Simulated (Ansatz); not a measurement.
**AlH2(vinyl) (C2H5Al): structure and electronic state**

Aim: characterise AlH2(vinyl) (C2H5Al) as a singlet: its structure, frontier levels and distribution of charge.

Computed with Ansatz 0.2.0, Gaussian basis. Level: RKS PBE0-D4/def2-TZVP.

The runs, in order: relaxation at PBE0-D4/def2-TZVP; a single point at PBE0-D4/def2-TZVP; harmonic vibrations at PBE0-D4/def2-TZVP.

## 1. The starting structure

8 atoms, charge 0, spin multiplicity 1.

Atoms are counted from 1 here; the program's logs count them from 0.

Bond lengths: Al1–H2 1.551 Å, Al1–H3 1.551 Å, Al1–C4 1.981 Å, C4–C5 1.340 Å, C4–H6 1.097 Å, C5–H7 1.082 Å, C5–H8 1.084 Å. Angles: H2–Al1–H3 113.2°, H2–Al1–C4 123.4°, H3–Al1–C4 123.4°, Al1–C4–C5 123.2°, Al1–C4–H6 122.3°, C5–C4–H6 114.5°, C4–C5–H7 121.7°, C4–C5–H8 123.3°, H7–C5–H8 115.0°.

As a file:

```xyz
8
C2H5Al
Al    0.7579    1.2432   -0.4127
H     2.3056    1.3308   -0.3727
H     0.0675    2.6319   -0.4261
C    -0.2363   -0.4704   -0.4325
C    -0.6832   -1.0723    0.6781
H    -0.4647   -1.0057   -1.3622
H    -0.5225   -0.6464    1.6595
H    -1.2243   -2.0112    0.6686
```

The start is a GFN2-xTB geometry.

## 2. Relaxation at PBE0-D4/def2-TZVP

Input file in.yaml:

```yaml
crystal:
  periodic: [false, false, false]
  atoms:
    - {symbol: Al, position_ang: [0.757880, 1.243210, -0.412700]}
    - {symbol: H, position_ang: [2.305620, 1.330790, -0.372710]}
    - {symbol: H, position_ang: [0.067510, 2.631930, -0.426090]}
    - {symbol: C, position_ang: [-0.236320, -0.470400, -0.432500]}
    - {symbol: C, position_ang: [-0.683170, -1.072300, 0.678100]}
    - {symbol: H, position_ang: [-0.464670, -1.005660, -1.362180]}
    - {symbol: H, position_ang: [-0.522550, -0.646370, 1.659470]}
    - {symbol: H, position_ang: [-1.224290, -2.011190, 0.668610]}
basis:
  gaussian: {orbitals: def2-TZVP}
hamiltonian: {xc: pbe0, dispersion: d4}
scf: {lower_state_search: "off"}
output: {orbitals: {seedname: orbitals}}
relax: {f_tol: 0.02, max_steps: 100}
```

Launch:

```bash
$ ansatz run in.yaml --threads 4 --pin off --events-out ev --progress --plain --max-ram 3916MiB
```

After this run come: Single point, PBE0-D4/def2-TZVP; Harmonic vibrations.

**Question.** What will the summary of the whole plan be? Wanted: point group; commonest bond, hydrogen aside; HOMO, LUMO at PBE0-D4/def2-TZVP; dipole at PBE0-D4/def2-TZVP; lowest, highest wavenumber.

The runs gave:

| quantity | value |
| --- | --- |
| point group | Cs |
| commonest bond, hydrogen aside | C–C, 1 of mean length 1.337 Å |
| HOMO, LUMO at PBE0-D4/def2-TZVP | -8.09, -1.66 eV |
| dipole at PBE0-D4/def2-TZVP | 0.89 D |
| lowest, highest wavenumber | 157, 3186 cm⁻¹ |

What this shows: The molecule keeps its bonding pattern by the stored test; the atoms moved 0.77 Å (rms). All wavenumbers are real: a minimum at this level. The point group is read from a loosely relaxed geometry; soft torsions can leave it below the true symmetry.
